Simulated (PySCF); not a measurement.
Cl₂, SMILES ClCl (connectivity only; charge and spin as stated), charge +1, multiplicity 2.

Geometry: PBE-D3(BJ)/def2-TZVPD.

Level of theory: PBE-D3(BJ)/def2-TZVPD (PySCF).

Frequencies are harmonic and unscaled.

```json
[
 {"mode": "1", "ν (cm⁻¹)": "621", "IR (km/mol)": "0.0", "moving atoms (share of kinetic energy)": "Cl 100 %"}
]
```
